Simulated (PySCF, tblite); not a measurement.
**Complex of methanol and hydrogen fluoride**

A gas-phase complex of methanol and hydrogen fluoride; neutral, singlet. The structure comes from a short search (6 tight-binding starts) and was relaxed by PBE0-D3(BJ)/def2-TZVPD; another way of binding may lie lower. No frequency run checks that it is a minimum.

| part | name | SMILES | atoms | charge | multiplicity |
| --- | --- | --- | --- | --- | --- |
| 1 | methanol | CO | 1–6 | 0 | 1 |
| 2 | hydrogen fluoride | F | 7–8 | 0 | 1 |

Coordinates in Å:
```
C1     -0.277    0.133    0.053
O2      1.099    0.034   -0.290
H3     -0.817    0.320   -0.873
H4     -0.462    0.961    0.743
H5     -0.639   -0.800    0.492
H6      1.618   -0.135    0.501
F7      1.838    2.075   -1.674
H8      1.610    1.306   -1.170
```

Contacts between parts, classed by geometry: H8···O2 1.629 Å (hydrogen bond, 175°).

Interaction energies are complex less parts, with the parts frozen as they stand in it; counterpoise-corrected, in kcal/mol (PySCF). The CCSD(T) estimate is Hartree-Fock/aug-cc-pVQZ, plus the MP2 correlation part extrapolated as X⁻³ from aug-cc-pVTZ and aug-cc-pVQZ, plus CCSD(T) less MP2 in aug-cc-pVDZ; noble-gas cores are frozen. It isn't the exact limit.

Question: Give the interaction energy at each level run.

Answer: 
```csv
level,interaction,superposition error removed
Hartree-Fock/aug-cc-pVQZ,-8.47,-
wB97M-D3(BJ)/def2-TZVPD,-10.18,-0.09
PBE0-D3(BJ)/def2-TZVPD,-10.93,-0.08
MP2/aug-cc-pVQZ,-10.15,-0.48
"CCSD(T), estimated basis limit",-10.14,-
```

Question: What holds them together? Decompose the wB97M-D3(BJ)/def2-TZVPD energy: frozen parts, their antisymmetrised product, then relaxation.

Answer: electrostatic -17.1, Pauli repulsion +17.5, orbital relaxation -9.7, dispersion correction -0.9 kcal/mol, which sum to the value before the counterpoise correction; the Pauli term holds the exchange-correlation of the frozen density too. Of the attraction, 62 % is electrostatic, 35 % is orbital relaxation, 3 % is dispersion correction.

The parts were also relaxed and run alone, at the levels used for the complex: shieldings by PBE0/pcSseg-2; core levels by delta-SCF with SCAN, pcX-2 on the ionised atom and pcseg-1 elsewhere, spin-free X2C.

Question: What does binding change?

Answer: 
```tsv
property	alone	in the complex	change
F7–H8 bond (Å)	0.921	0.948	+0.027
shielding of H8 (ppm)	29.16	23.30	-5.85
shielding of O2 (ppm)	329.3	319.7	-9.6
shielding of F7 (ppm)	410.5	403.2	-7.3
C1 1s core level (eV)	292.41	293.18	+0.77
O2 1s core level (eV)	538.99	540.14	+1.15
F7 1s core level (eV)	694.11	691.83	-2.29
```

The 5 runs behind this took 3.7 min in all, one thread each of Arm Neoverse V2 on a shared host, launched as `OMP_NUM_THREADS=1 python cluster_run.py task.json out`.
